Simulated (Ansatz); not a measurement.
AlP (charge +1), a ladder of basis sets

With Ansatz 0.2.0, Python API.

At the Python prompt:
```pycon
>>> import ansatz as az
>>> system = (
...     az.Crystal.molecule()
...     .atom("Al", (0.0, 0.0, 0.0))
...     .atom("P", (0.0, 0.0, 2.36))
... )
>>> calculation = (
...     system.calculation()
...     .functional("hf")
...     .charge(1)
...     .spin("collinear", total=3)
... )
>>> energies = {}
>>> for basis in ["STO-3G", "6-31G", "6-31G*", "def2-SVP", "def2-SVPD", "def2-TZVP", "def2-TZVPP"]:
...     report = calculation.basis(gaussian=basis).run().report
...     size = report["n_frozen"] + report["n_occupied"][0] + report["n_virtual"][0]
...     energies[basis] = (report["reference_energy_ev"] / 27.211386246, report["free_energy_ev"] / 27.211386246)
...     print(f"{basis:14s} {size:4d} orbitals  reference {energies[basis][0]:14.6f} Ha  total {energies[basis][1]:14.6f} Ha")
...
STO-3G           18 orbitals  reference    -575.768932 Ha  total    -575.768932 Ha
6-31G            26 orbitals  reference    -582.318711 Ha  total    -582.318711 Ha
6-31G*           38 orbitals  reference    -582.338054 Ha  total    -582.338054 Ha
def2-SVP         36 orbitals  reference    -582.179023 Ha  total    -582.179023 Ha
def2-SVPD        48 orbitals  reference    -582.184265 Ha  total    -582.184265 Ha
def2-TZVP        74 orbitals  reference    -582.379948 Ha  total    -582.379948 Ha
def2-TZVPP       84 orbitals  reference    -582.380011 Ha  total    -582.380011 Ha
>>> last = energies["def2-TZVPP"][1]
>>> for basis, (_, total) in energies.items():
...     print(f"{basis:14s} lies {27.211386 * (total - last):9.4f} eV above def2-TZVPP")
...
STO-3G         lies  179.8966 eV above def2-TZVPP
6-31G          lies    1.6681 eV above def2-TZVPP
6-31G*         lies    1.1417 eV above def2-TZVPP
def2-SVP       lies    5.4692 eV above def2-TZVPP
def2-SVPD      lies    5.3265 eV above def2-TZVPP
def2-TZVP      lies    0.0017 eV above def2-TZVPP
def2-TZVPP     lies    0.0000 eV above def2-TZVPP
```

Against STO-3G: 6-31G -6549.8 mHa, 6-31G* -6569.1 mHa, def2-SVP -6410.1 mHa, def2-SVPD -6415.3 mHa, def2-TZVP -6611.0 mHa and def2-TZVPP -6611.1 mHa. The last step alone is -0.06 mHa (these two sets differ little on atoms other than hydrogen).

Notes:
- The drop along the ladder measures the basis error, and is no property of the molecule.
- The geometry is a force-field or estimated start, not a minimum of this method, and the last set is no limit. Much of the fall in a total is atomic energy, which cancels in bond and reaction energies.
- The species is open-shell (spin multiplicity 4).
- Totals across families of basis sets mostly measure their core functions.
- The spin state was assumed, and another may lie lower.
- Timing: 4 s on 1 thread of Arm Neoverse V2 (shared host), peak memory 0.2 GiB.
